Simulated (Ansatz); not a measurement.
System: fluorite CdF2. Method: Hartree–Fock in Ansatz (plane waves, PAW).

Numerical settings: plane-wave cutoff 460 eV, 8×8×8 k mesh, Fermi–Dirac smearing 0.01 eV, scalar-relativistic PAW data made under PBE.

The cell is scaled about its equilibrium volume:

```csv
V (Å³/atom),P (GPa),direct gap at Γ (eV),smallest gap on the k mesh (eV)
12.805,6.11,16.102,15.400
13.070,3.60,16.033,15.299
13.479,0.23,15.924,15.146
13.815,-2.13,15.833,15.023
14.152,-4.18,15.739,14.904
```

The fundamental gap (15.13 eV at the equilibrium volume, on the SCF mesh) lies elsewhere than Γ–Γ.

Measured, for comparison: band gap 7.8 eV (temperature not stated, not corrected to a static lattice, indirect W–Γ; as tabulated in Cappellini et al. (2013), arXiv:1302.2571).

Spin–orbit coupling is not included.

Ansatz is a program for electronic structure.
